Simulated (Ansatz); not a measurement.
# CClO radical: geometry and frequencies at several levels

An exercise on one series of results from a longer session: the logs are not shown, and one member is left open.

Method: the levels named in each step, in Ansatz 0.2.0.

## The system as given

Bond lengths: O1–C2 1.176 Å, C2–Cl3 1.690 Å. Angles: O1–C2–Cl3 130.3°.

As a file:

```xyz
3

O    -1.3257   -0.7409    0.6576
C    -0.7730   -0.0592   -0.1256
Cl    0.8601    0.3544   -0.2542
```

The first run:

input.yaml reads:

```yaml
crystal:
  periodic: [false, false, false]
  atoms:
    - { symbol: O, position_ang: [-1.33346665, -0.74308351, 0.65844756] }
    - { symbol: C, position_ang: [-0.80603988, -0.06990895, -0.11973909] }
    - { symbol: Cl, position_ang: [0.90093653, 0.36730245, -0.26091846] }
magnetization:
  spin_polarized: true
  initial_magnetization: 1
basis:
  gaussian: { orbitals: def2-TZVPP }
hamiltonian:
  xc: pbe0
  dispersion: d4
phonons: {}
```

On the command line:

```
> ansatz run input.yaml --threads 2 --pin off --max-ram 5120MiB --backend cpu --events-out ev --progress --plain --runs-dir out
```

Steps of the session up to this table: Frequencies, PBE0-D4/def2-TZVPP; Relaxation, PBE-D4/def2-TZVPP; Frequencies, PBE-D4/def2-TZVPP; Relaxation, r2SCAN-D4/def2-TZVPP; Frequencies, r2SCAN-D4/def2-TZVPP; Relaxation, B3LYP-D4/def2-TZVPP; Frequencies, B3LYP-D4/def2-TZVPP; Relaxation, B2PLYP/def2-TZVPP.

One of the session's tables, all rows but one given; the rest of the session is left out.

| level | O1–C2 (Å) | C2–Cl3 (Å) | dipole (D) | highest frequency (cm⁻¹) |
| --- | --- | --- | --- | --- |
| PBE0-D4/def2-TZVPP | 1.1563 | 1.7677 | 0.70 | 1960 |
| PBE-D4/def2-TZVPP | ? | ? | ? | ? |
| r2SCAN-D4/def2-TZVPP | 1.1612 | 1.7816 | 0.63 | 1916 |
| B3LYP-D4/def2-TZVPP | 1.1550 | 1.8108 | 0.54 | 1941 |
| B2PLYP/def2-TZVPP | 1.1604 | 1.7997 | 0.50 | - |

Q: Estimate the row for PBE-D4/def2-TZVPP from the others.

The run gave: O1–C2 (Å): 1.1701; C2–Cl3 (Å): 1.7901; dipole (D): 0.60; highest frequency (cm⁻¹): 1863. In the column «O1–C2 (Å)» it is the highest.
